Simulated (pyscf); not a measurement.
**Four-centre exchange: HO–SiH(OH)–OH (SMILES O[SiH](O)O) + H₂ (SMILES [H][H]) → HO–SiH(OH)–OH (SMILES O[SiH](O)O) + H₂ (SMILES [H][H])**

Gas phase, singlet surface, charge 0. Bonds broken: O1–H9, H5–H10. Bonds formed: O1–H5, H9–H10. Single points on ωB97X-D3(BJ)/def2-SVP structures (PySCF, gas phase).

Transition state (Å):

```xyz
10

O      0.0307     0.5928     0.8687
Si    -0.7568     0.6545    -0.6063
O     -0.1362    -0.5380    -1.5771
O     -2.3782     0.3647    -0.4753
H     -0.3626     0.0262     1.9449
H     -0.5896     2.0195    -1.1446
H      0.8015    -0.7309    -1.4767
H     -2.6576    -0.5493    -0.5929
H     -0.3554     1.0694     1.9915
H     -0.6425     0.5100     2.8465
```

One imaginary mode, 2832i cm⁻¹; descent along it reached the two sides named.

```csv
bond,change,reactant side (Å),saddle,product side
O1–H9,breaks,0.963,1.279,2.536
H5–H10,breaks,0.761,1.061,3.6
O1–H5,forms,2.528,1.278,0.964
H9–H10,forms,3.4,1.061,0.762
```

Electronic energies relative to the separated reactants (kcal/mol):

```csv
level,barrier,reaction energy,reverse barrier
ωB97X-D3(BJ)/def2-TZVP,70.3,0.0,70.3
PBE/def2-TZVP,60.3,0.0,60.3
r²SCAN/def2-TZVP,65.3,0.0,65.3
B3LYP-D3(BJ)/def2-TZVP,67.5,0.0,67.5
PBE0-D3(BJ)/def2-TZVP,65.6,0.0,65.6
M06-2X/def2-TZVP,71.9,0.0,71.9
ωB97M-D3(BJ)/def2-TZVP,68.8,0.0,68.8
HF/def2-TZVP,90.6,0.0,90.6
```

With ωB97M-D3(BJ)/def2-TZVP energies and thermal terms (ideal gas, 1 atm, RRHO with modes under 100 cm⁻¹ raised to 100, one conformer, R ln 2 for chiral ones without a mode under 150 cm⁻¹), in kcal/mol:

```json
[
 {"T (K)": "298", "ΔH‡": "67.2", "ΔG‡": "75.2", "ΔH": "0.0", "ΔG": "0.0"},
 {"T (K)": "600", "ΔH‡": "66.4", "ΔG‡": "83.8", "ΔH": "0.0", "ΔG": "0.0"},
 {"T (K)": "900", "ΔH‡": "66.3", "ΔG‡": "92.5", "ΔH": "0.0", "ΔG": "0.0"},
 {"T (K)": "1200", "ΔH‡": "66.7", "ΔG‡": "101.2", "ΔH": "0.0", "ΔG": "0.0"}
]
```

The same reactants have a lower exit, to HO–SiH₂–OH + H₂O (barrier +53.2 kcal/mol at ωB97M-D3(BJ)/def2-TZVP, against +68.8 kcal/mol here). One saddle was located; it need not be the lowest between these sides.
